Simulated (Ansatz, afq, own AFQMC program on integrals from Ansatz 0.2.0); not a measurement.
**CH₃BN, doublet: AFQMC among the cluster methods**

```yaml
atoms:
  - { symbol: B, position_ang: [-2.1291, 0.0000, 0.0000] }
  - { symbol: H, position_ang: [-2.7259, 1.0336, 0.0000] }
  - { symbol: H, position_ang: [-2.7259, -1.0336, 0.0000] }
  - { symbol: H, position_ang: [-0.7871, 0.0000, 0.0000] }
  - { symbol: N, position_ang: [1.6620, 0.0000, 0.0000] }
  - { symbol: C, position_ang: [0.5019, 0.0000, 0.0000] }
```

Connectivity, by distances: BH2 ··· N–C, 1 bridging H.

Basis cc-pVDZ. Noble-gas cores (and the filled d shells of Ga–Kr and In–Xe) are frozen. Integrals, coupled cluster, full CI and functionals: Ansatz 0.2.0; the random walks run on the same integrals in our own AFQMC program. The CISD trial takes its coefficients from CCSD amplitudes. Released means that phaseless walkers are propagated on without the constraint, phases kept. Uncertainties: one standard error, sampling alone.

Determinant: ROHF, the one that the program's search chose, which needn't be the lowest solution. The geometry is a point of a scan.

No full CI on the walks' own integrals is used here; CCSDT(Q) serves as the reference and is uncertain by about the last step of the cluster series.

Cautions: higher spins were not checked; a spin-contaminated unrestricted determinant lies lower (UHF 317 meV lower, ⟨S²⟩ 0.97); the ph-AFQMC/CISD walk drifts between its halves (2.2 errors).

```
T1 diagnostic                               : 0.0228
weight of the determinant in the CISD state : 0.835
size of the correlated space                : 15 electrons in 54 orbitals
```

| level | correlation energy (eV) |
| --- | --- |
| MP2 | -10.1534 |
| CCSD | -10.9176 |
| CCSD(T) | -11.3388 |

Problem. Estimate where phaseless AFQMC with the Hartree–Fock trial lies against CCSD(T) on the same integrals.

Solution. 5.6 ± 3.7 kJ/mol below CCSD(T). The gap is under twice the noise, so this walk alone can't tell the two apart.

Reference: CCSDT(Q), correlation energy -11.403 eV. The released energy is read at 1.50 1/Eh (meV from the phaseless value at times in 1/Eh: 3 ± 10 at 0.24, -9 ± 8 at 0.51, -2 ± 10 at 0.99, -13 ± 9 at 1.50).

```json
{"level": "CCSD(T)", "E − E(reference) (kJ/mol)": "6.2", "share of correlation (%)": "99.44"}
{"level": "CCSDT", "E − E(reference) (kJ/mol)": "4.4", "share of correlation (%)": "99.60"}
{"level": "ph-AFQMC/HF", "E − E(reference) (kJ/mol)": "0.6 ± 3.7", "share of correlation (%)": "99.95"}
{"level": "ph-AFQMC/CISD", "E − E(reference) (kJ/mol)": "1.0 ± 0.8", "share of correlation (%)": "99.91"}
{"level": "released AFQMC", "E − E(reference) (kJ/mol)": "-0.3 ± 0.8", "share of correlation (%)": "100.03"}
```

A walk keeps the symmetry of its determinant, which the program's search chose and which needn't be the lowest solution, so a lower state of the same spin and another symmetry isn't excluded. Released energies are given only where the last usable release times agree within the noise; a slower fall can still hide under it.
